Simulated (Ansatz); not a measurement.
Relaxation of C$_{3}$H$_{4}$O$_{2}$ (9 atoms, charge 0, multiplicity 1), to a largest force component of 0.015 eV/Å in at most 40 steps.

Theory: RKS BHLYP-D4/cc-pVDZ in Ansatz.

```xyz
9
Properties=species:S:1:pos:R:3
C -0.234 0.338 -1.381
C -0.181 -0.592 -0.478
C 0.134 -0.366 0.921
O 0.336 -1.241 1.763
O 0.378 0.914 1.228
H -0.541 0.165 -2.421
H -0.087 1.429 -1.141
H -0.311 -1.609 -0.751
H 0.594 0.914 2.243
```

Task: Where does it end, and by what steps?

Result: It converged. After 6 steps the energy has fallen by 0.334 eV; H9 moved furthest, 0.07 Å.

```tsv
step	energy less start (eV)	largest force component (eV/Å)	accepted
0	0.0000	3.282	yes
1	-0.1341	1.938	yes
2	-0.3031	1.135	yes
3	-0.3255	0.468	yes
4	-0.3229	0.665	no
5	-0.3340	0.082	yes
6	-0.3345	0.011	yes
```

```xyz
9
Properties=species:S:1:pos:R:3
C -0.263 0.378 -1.378
C -0.158 -0.597 -0.485
C 0.186 -0.372 0.932
O 0.288 -1.251 1.740
O 0.377 0.916 1.243
H -0.518 0.165 -2.411
H -0.098 1.412 -1.100
H -0.318 -1.638 -0.738
H 0.593 0.940 2.180
```

Whether the end is a true minimum wasn't checked by a vibrational analysis.

Time of the run: 30 s on 1 thread of Arm Neoverse V1, on a shared host, peak memory 0.17 GiB.
